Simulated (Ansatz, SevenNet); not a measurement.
Elastic constant C44 (GPa) of 32 elemental metals, computed with the machine-learned potential SevenNet-0 (trained on PBE and PBE+U data) and with PBE (Ansatz, an electronic-structure program, PAW). The set holds measured phases with no doubt noted on the run or the magnetic state but for the caveats below. 4 more of the class have both values but aren't in it, for one of these reasons: built or high-temperature cells, doubts on the run or the magnetic state, unlike cells, values of zero, layered or molecular crystals. Solids without a value at one level (not run, failed, or a magnetic order lost), or held back for tests, aren't counted.

Every twentieth of the way through the set, in order of the shift (worked out from unrounded values):

```tsv
solid	SevenNet-0	PBE	shift (%)
bcc K	7.56	2.77	-63
fcc Pd	72.9	60.7	-16.7
fcc Sr	11.2	9.95	-10.9
fcc Ni	117	133	+13.7
fcc Al	24.1	27.7	+15.0
bcc Na	4.57	6.30	+38
hcp Co	68.8	98.3	+43
fcc Cu	50.2	80.6	+61
hcp Mg	10.9	18.4	+69
fcc Rh	90.5	185	+104
hcp Sc	13.6	29.6	+118
fcc Pb	7.29	16.6	+128
hcp Ti	15.1	44.3	+193
fcc Ir	85.9	256	+198
α-phase Ga	10.7	35.9	+237
hcp Be	49.5	168	+240
fcc Au	8.67	30.3	+249
double-hcp La	4.08	14.8	+263
hcp Re	37.4	161	+330
hcp Os	59.9	258	+330
hcp Cd	0.43	8.52	+1867
```

The shift from SevenNet-0 to PBE has a median of +117 %, and eight in ten lie between -10.1 % and +328 %; PBE is the larger in 27 of 32. Each level is at its own cell, so the shift holds the change of volume too.

Ansatz's runs of these crystals have no spin polarisation, but for bcc Fe, hcp Co, fcc Ni.

Density-functional runs with spin start from parallel moments for bcc Fe, parallel moments for hcp Co, parallel moments for fcc Ni.

Spin–orbit coupling is left out, also for the solids with elements from indium on (fcc Pt, hcp Os, double-hcp La, fcc Ir, hcp Re, hcp Hf, fcc Pb, hcp Lu, fcc Au); its size isn't shown.

Each level is taken at its own relaxed cell. Ansatz's density-functional and Hartree–Fock values are scalar-relativistic unless marked +SOC, with PAW data made under PBE.
